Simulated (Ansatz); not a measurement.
Basis-set extrapolation for `FC/N=C/Cl` (PBE0-D4/def2-TZVP geometry, frozen core, the Gaussian-basis code of Ansatz). Multiplicity 1, RHF reference.

```
                      def2-TZVPP   def2-QZVPP
                 HF  -690.951866  -690.974801
    MP2 correlation    -0.959866    -1.038669
CCSD(T) correlation    -1.032405      not run
```

Energies in hartree. Use E(X) = E(∞) + A·exp(−7.88·√X) for Hartree–Fock and E(X) = E(∞) + B·X^(−2.97) for correlation, with X = 3 and 4, and add CCSD(T) minus MP2 of the smaller set to the MP2 limit.

What is the CCSD(T) energy at the basis-set limit?

HF limit: -690.974801 + (-0.022935) × 0.13774 = -690.97796. MP2 limit: -1.038669 + (-0.078803) × 0.74074 = -1.09704. Higher-order term: -1.032405 − (-0.959866) = -0.07254. Total: -692.14754 hartree, 4.44 eV below CCSD(T)/def2-TZVPP.
